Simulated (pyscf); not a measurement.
Optimised with ωB97X-D3(BJ)/def2-SVP in PySCF.

Problem. For the elementary gas-phase step H₃Si–O–SiH₃ + F–C•(F)–F → F–C(F)(F)–SiH₂–O–SiH₃ + H• (doublet surface; H–Si broken, C–Si formed), what barrier and reaction energy does PBE/def2-TZVP give, measured from the separated reactants?

Solution. ΔE‡ = 10.8 kcal/mol, ΔE = +8.8 kcal/mol. ωB97M-D3(BJ)/def2-TZVP gives 17.7 kcal/mol and +6.6 kcal/mol. Zero-point energy shifts the barrier by -1.7 kcal/mol. It is a substitution at Si, with an imaginary mode of 621i cm⁻¹. F–C(F)(F)–SiH₂–O–SiH₃ lies 40.1 kcal/mol over its isomer F–CH(F)–SiH(F)–O–SiH₃ (electronic energy, ωB97M-D3(BJ)). One saddle was located; it need not be the lowest between these sides. The angle at the attacked Si is 155°.
